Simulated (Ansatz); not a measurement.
We consider 1T (CdI2-type) PtS2, described by r²SCAN in Ansatz (PAW).

Numerical settings: plane-wave cutoff 560 eV, 12×12×8 k mesh (along the axes of the cell as run), Fermi–Dirac smearing 0.01 eV, scalar-relativistic PAW data made under PBE.

Computed at the level's own relaxed cell.

### Question
Estimate the smallest direct gap on the k points sampled, pressure derivative B′ of the bulk modulus, c axis length, lattice constant a and bulk modulus that the calculation returns.

### Answer

* **smallest direct gap on the k points sampled**: 1.40 eV
* **pressure derivative B′ of the bulk modulus**: 13.7
* **c axis length**: 5.618 Å
* **lattice constant a**: 3.548 Å
* **bulk modulus**: 10.7 GPa

Measured, for comparison: lattice parameter c 5.036 Å (temperature not stated, zero-point anharmonic expansion removed (computed with revB86b-DF2); no thermal correction; as tabulated in Björkman (2014), arXiv:1406.2436); lattice constant a 3.542 Å (temperature not stated, not corrected to a static lattice; as tabulated in Björkman (2014), arXiv:1406.2436). Computed (rounded) less measured: lattice parameter c +11.6 %, lattice constant a +0.2 %.

Note: for a layered or molecular solid the relaxed cell lies over 5 % above the published volume, where the minimum can be shallow; the cell comes from a level without a dispersion term, which matters for the spacing of layers, chains or molecules; the bulk modulus comes from volumes at which shape and atoms were relaxed.

Spin–orbit coupling is not included.

Ansatz is a program for electronic structure.
